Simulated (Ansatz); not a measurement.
fcc Rh

Calculation: PBEsol (plane waves, PAW; Ansatz, an electronic-structure program).

Settings: plane-wave cutoff 520 eV, 18×18×18 k mesh, Fermi–Dirac smearing 0.1 eV, perturbation theory, force constants from a 6×6×6 q mesh, no spin polarisation, scalar-relativistic PAW data made under PBE.

Cell: relaxed at this level.

For fcc Rh, the zero-point energy comes out as 0.034 eV/atom.

The result took roughly 16 core-minutes.
